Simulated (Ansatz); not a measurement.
Basis-set extrapolation for C$_{8}$H$_{18}$, SMILES `CC[C@@H](C)[C@H](C)CC` (PBE0-D4/def2-TZVP geometry, frozen core, Ansatz 0.2.0). Multiplicity 1, RHF reference.

```json
{"": "HF", "def2-TZVPP": "-313.543513", "def2-QZVPP": "-313.558346"}
{"": "MP2 correlation", "def2-TZVPP": "-1.424963", "def2-QZVPP": "-1.511955"}
{"": "CCSD(T) correlation", "def2-TZVPP": "-1.574289", "def2-QZVPP": "not run"}
```

Energies in hartree. Use E(X) = E(∞) + A·exp(−7.88·√X) for Hartree–Fock and E(X) = E(∞) + B·X^(−2.97) for correlation, with X = 3 and 4, and add CCSD(T) minus MP2 of the smaller set to the MP2 limit.

**Question.** What is the CCSD(T) energy at the basis-set limit?

**Answer.** HF limit: -313.558346 + (-0.014833) × 0.13774 = -313.56039. MP2 limit: -1.511955 + (-0.086992) × 0.74074 = -1.57639. Higher-order term: -1.574289 − (-1.424963) = -0.14933. Total: -315.28611 hartree, 4.58 eV below CCSD(T)/def2-TZVPP.
